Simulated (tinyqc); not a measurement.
Worked calculation: CIS on RHF in the sto-3g basis, frozen core, for H2O, spin multiplicity 1. One step of it, computed by the program tinyqc.

Question. CIS singlet states. Diagonalise A (1 hartree = 27.211386 eV); each vector has its largest component positive (the first on a tie). The transition dipole is mu = sqrt2 sum c_ia <i|r|a>.

CIS matrix A, singlet (hartree), lower triangle:
```
          2>6        2>7       3>6       3>7       4>6       4>7       5>6       5>7
2>6  1.461165
2>7  0.000000   1.545576
3>6  0.000000  -0.033014  0.821859
3>7  0.054252   0.000000  0.000000  1.108120
4>6  0.063616   0.000000  0.000000  0.096424  0.612910
4>7  0.000000  -0.018761  0.042478  0.000000  0.000000  0.732472
5>6  0.000000   0.000000  0.000000  0.000000  0.000000  0.000000  0.482601
5>7  0.000000   0.000000  0.000000  0.000000  0.000000  0.000000  0.000000  0.588549
```

dipole integrals <i|r|a> (bohr):
```
            x          y          z
2>6  0.000000   0.000000  -0.090218
2>7  0.000000  -0.162501   0.000000
3>6  0.000000  -0.888654   0.000000
3>7  0.000000   0.000000  -0.579736
4>6  0.000000   0.000000  -0.385154
4>7  0.000000  -0.638223   0.000000
5>6  0.081179   0.000000   0.000000
5>7  0.000000   0.000000   0.000000
```

Give: singlet excitation energies; lowest vectors; oscillator strengths 2/3 w |mu|^2.

Answer.

singlet excitation energies (eV): 13.1322  16.0152  16.0982  19.4690  22.7713  30.3193  40.1744  42.1125

lowest vectors:
```
     state 1  state 2  state 3  state 4  state 5  state 6
2>6   0.0000   0.0000  -0.0608   0.0000   0.0000  -0.1816
2>7   0.0000   0.0000   0.0000   0.0063   0.0530   0.0000
3>6   0.0000   0.0000   0.0000  -0.3691   0.9282   0.0000
3>7   0.0000   0.0000  -0.1770   0.0000   0.0000   0.9697
4>6   0.0000   0.0000   0.9823   0.0000   0.0000   0.1635
4>7   0.0000   0.0000   0.0000   0.9294   0.3683   0.0000
5>6   1.0000   0.0000   0.0000   0.0000   0.0000   0.0000
5>7   0.0000   1.0000   0.0000   0.0000   0.0000   0.0000
```

oscillator strengths 2/3 w |mu|^2: 0.0042  0.0000  0.0576  0.0676  1.2739  0.5505
